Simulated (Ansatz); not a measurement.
Two isomers of C4H8O: A = `OC1CCC1`, B = `CC(C)=CO`.

Isolated molecules relaxed with PBE0-D4/def2-TZVP in Ansatz; ΔE leaves out vibrations. CCSD(T)/CBS is the MP2 limit (def2-TZVPP, def2-QZVPP) plus CCSD(T) − MP2 in def2-TZVPP, frozen cores. Functionals use def2-TZVPP. B3LYP here is the variant with VWN-RPA as its local correlation; programs differ in this. Each species was taken in one conformer, which may not be the lowest.

**Question.** Which isomer does CCSD(T)/CBS put lower? Give the gap. (Best estimate.)

**Answer.** The calculation gave: B, by 7.7 kcal/mol.

**Question.** Give E(B) − E(A) in kcal/mol with CCSD(T)/def2-TZVPP, BLYP-D4, r2SCAN-D4, B3LYP, MP2/def2-TZVPP, CCSD(T)/def2-SVP, LDA (SPW92). (Best estimate.)

**Answer.** Computed: CCSD(T)/def2-TZVPP -7.2, BLYP-D4 -13.7, r2SCAN-D4 -9.4, B3LYP -11.6, MP2/def2-TZVPP -6.3, CCSD(T)/def2-SVP -7.7, LDA (SPW92) -6.0. None reverses the order clearly.

**Question.** Does the order hold for the free energy at 298.15 K (harmonic terms from PBE0-D4)? (Estimate.)

**Answer.** Ansatz gave: Yes: G(B) − G(A) = -10.6 kcal/mol, for one conformer each.

Largest T1 diagnostic: 0.011.

From PBE to PBE0 (25 % exact exchange), in def2-TZVPP and without D4, E(B) − E(A) moves by +2.5 kcal/mol. Leaving LDA and LC-ωPBE aside and taking each functional with its dispersion term where it has one, the values, not all of them listed here, spread over 9.0 kcal/mol, from BLYP-D4 to PBE-QIDH. LDA lies +2.8 kcal/mol from PBE without D4.
